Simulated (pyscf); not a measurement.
## Four-centre exchange: H₃Si–O–SiH₃ + HF → F–SiH₂–O–SiH₃ + H₂

Gas phase, singlet surface, charge 0. Bonds broken: Si1–H4, F10–H11. Bonds formed: Si1–F10, H4–H11. Optimised with ωB97X-D3(BJ)/def2-SVP in PySCF.

Transition state (Å):

```xyz
11

Si    -2.0374     0.8356     0.0099
O     -0.8729    -0.1629    -0.6659
Si     0.7465    -0.4701    -0.4754
H     -1.8611    -0.1285     1.4329
H     -3.1984     0.5586    -0.8554
H     -1.3639     2.1537     0.0537
H      0.9848    -1.1364     0.8402
H      1.2007    -1.3624    -1.5738
H      1.5247     0.8041    -0.5069
F     -3.2412     1.4412     1.3907
H     -2.5454     0.4911     1.6974
```

One imaginary mode, 1075i cm⁻¹; descent along it reached the two sides named.

```tsv
bond	change	reactant side (Å)	saddle	product side
Si1–H4	breaks	1.496	1.728	4.0
F10–H11	breaks	0.925	1.217	2.446
Si1–F10	forms	2.9	1.929	1.628
H4–H11	forms	2.323	0.960	0.759
```

Electronic energies relative to the separated reactants (kJ/mol):

| level | barrier | reaction energy | reverse barrier |
|---|---|---|---|
| ωB97X-D3(BJ)/def2-TZVP | 110.8 | -136.8 | 247.7 |
| PBE/def2-TZVP | 84.3 | -131.7 | 216.0 |
| r²SCAN/def2-TZVP | 92.1 | -144.3 | 236.4 |
| B3LYP-D3(BJ)/def2-TZVP | 108.8 | -139.2 | 248.1 |
| PBE0-D3(BJ)/def2-TZVP | 101.7 | -129.2 | 230.9 |
| M06-2X/def2-TZVP | 115.3 | -147.2 | 262.5 |
| ωB97M-D3(BJ)/def2-TZVP | 108.8 | -137.1 | 245.8 |
| HF/def2-TZVP | 193.4 | -134.4 | 327.8 |

With ωB97M-D3(BJ)/def2-TZVP energies and thermal terms (ideal gas, 1 atm, RRHO with modes under 100 cm⁻¹ raised to 100, one conformer, R ln 2 for rigid chiral ones), in kJ/mol:

| T (K) | ΔH‡ | ΔG‡ | ΔH | ΔG |
|---|---|---|---|---|
| 298 | 104.3 | 147.3 | -145.8 | -137.5 |
| 600 | 102.9 | 191.6 | -143.5 | -130.0 |
| 900 | 103.6 | 235.8 | -141.7 | -123.6 |
| 1200 | 105.2 | 279.6 | -140.5 | -117.8 |

At the saddle there is also a short H–Si contact that neither side keeps. The same reactants have a lower exit, to F–SiH₃ + HO–SiH₃ (barrier +74.6 kJ/mol at ωB97M-D3(BJ), against +108.8 kJ/mol here). One saddle was located; it need not be the lowest between these sides.
